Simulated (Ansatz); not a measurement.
A nudged elastic band was laid between two geometries of H₃NOSi (6 atoms, charge 0, multiplicity 1).

These are results of Ansatz, RKS PBE/def2-SVP, not measurements.

```json
{"movable images": "5", "climbing image": "yes", "spring": "5.0 eV/Å²", "optimiser": "quadratic models (default)", "start path": "through a guess of the saddle point", "force threshold": "0.05 eV/Å", "iteration limit": "60", "end points": "relaxed"}
```

First end point:

```xyz
6
Properties=species:S:1:pos:R:3
N -1.245 -0.546 -0.226
Si 0.202 0.164 -0.293
O 1.127 0.295 1.080
H -1.821 -0.630 -1.072
H 1.042 0.808 -1.353
H 0.695 -0.091 1.865
```

Last end point:

```xyz
6
Properties=species:S:1:pos:R:3
N -1.007 -0.486 -0.206
Si -0.593 1.057 -0.602
O 1.080 0.509 0.585
H -1.842 -1.052 -0.382
H 1.871 0.316 0.039
H 0.490 -0.344 0.566
```

(1) Which bonds break or form, and what moves?

(2) What energy profile does the band end with?

(3) What is the geometry of the highest image?

The band took 33 iterations and roughly 2.7 core-minutes.

Results:

(1) Bonds broken: Si2–H5. Bonds formed: O3–H5.

(2) The run converged. The highest image is number 3 of 0 to 6, 2.45 eV above the first end and 1.59 eV above the last; the last end lies 0.86 eV above the first. Neighbouring images differ by up to 1.3 eV, so the band resolves the path poorly. A vibrational analysis at the climbing image gives one clearly imaginary mode, 1331i cm⁻¹: a first-order saddle point. The orbitals stay closed-shell, which can raise the energy where a bond breaks towards radicals; this wasn't checked here.

| image | path coordinate (Å) | energy (eV) | Si2–H5 (Å) | O3–H5 (Å) |
| --- | --- | --- | --- | --- |
| 0 | 0.00 | 0.00 | 1.50 | 2.49 |
| 1 | 0.53 | 0.29 | 1.50 | 2.28 |
| 2 | 1.07 | 1.35 | 1.52 | 1.89 |
| 3 | 1.60 | 2.45 | 1.65 | 1.37 |
| 4 | 2.40 | 1.16 | 2.36 | 0.98 |
| 5 | 3.19 | 0.88 | 2.87 | 0.98 |
| 6 | 3.99 | 0.86 | 2.65 | 0.98 |

(3) 
```xyz
6
Properties=species:S:1:pos:R:3
N -1.367 -0.532 -0.280
Si -0.061 0.340 -0.684
O 0.950 0.624 0.836
H -2.074 -0.852 -0.953
H 1.551 0.552 -0.391
H 1.000 -0.133 1.472
```

The run took 2.7 min on 1 thread of Arm Neoverse V2, with other jobs on the host, peak memory 0.12 GiB.
